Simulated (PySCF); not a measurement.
Method used: PBE0/pcSseg-1 in PySCF (dipole) on a GFN2-xTB geometry, gas phase. Rigid rotors, one computed conformer each.

Species:
1. `[CH3:1][C:2]1=[CH:3][P:4]1[CH2:5][Si:6]([CH3:7])([CH3:8])[CH3:9]` with C3–P4–C5–Si6 89°
2. `[CH:1]#[C:2][CH2:3][P:4]([SiH3:5])[C:6]([CH3:7])([CH3:8])[CH3:9]` with C2–C3–P4–Si5 -59°
3. `c1ccc2nsnc2c1` (BTD)
4. `[CH3:1][C:2](=[O:3])[N:4]1[SiH2:5][CH2:6][NH:7][Si@H:8]1[CH3:9]` with C1–C2–N4–Si5 180°, C2–N4–Si5–C6 -179°, N4–Si5–C6–N7 -12°, Si5–C6–N7–Si8 23°, C6–N7–Si8–C9 -141°

Rotational constants (MHz) and dipole components (D):

```csv
set,A,B,C,μa,μb,μc
P,1473,1228,719.8,3.03,2.03,0.35
Q,1734,809.7,660.1,1.25,0.45,1.15
R,2138,581.1,574.4,0.64,1.61,0.01
S,3869,1250,945.0,1.72,0.00,0.00
```

Q: Which set belongs to which species?

A: P = 4, Q = 2, R = 1, S = 3.

- 1 (set R): mass 158.1 u, 9 heavy atoms, longest extent 8.6 Å, C1, near-prolate asymmetric top, Ia, Ib, Ic = 236.4, 869.7, 879.9 u·Å².
- 2 (set Q): mass 158.1 u, 9 heavy atoms, longest extent 8.3 Å, C1, asymmetric top, Ia, Ib, Ic = 291.5, 624.2, 765.6 u·Å².
- 3 (set S): mass 136.0 u, 9 heavy atoms, longest extent 5.7 Å, C2v, asymmetric top, Ia, Ib, Ic = 130.6, 404.2, 534.8 u·Å².
- 4 (set P): mass 160.0 u, 9 heavy atoms, longest extent 6.8 Å, C1, asymmetric top, Ia, Ib, Ic = 343.2, 411.4, 702.1 u·Å².

Each constant is 505379 MHz·u·Å² over a principal moment. Point groups hold within 0.08 Å; constants that symmetry makes equal can differ a little in the computed geometry, and forbidden dipole components can keep a residue. No structure here is proved a minimum.
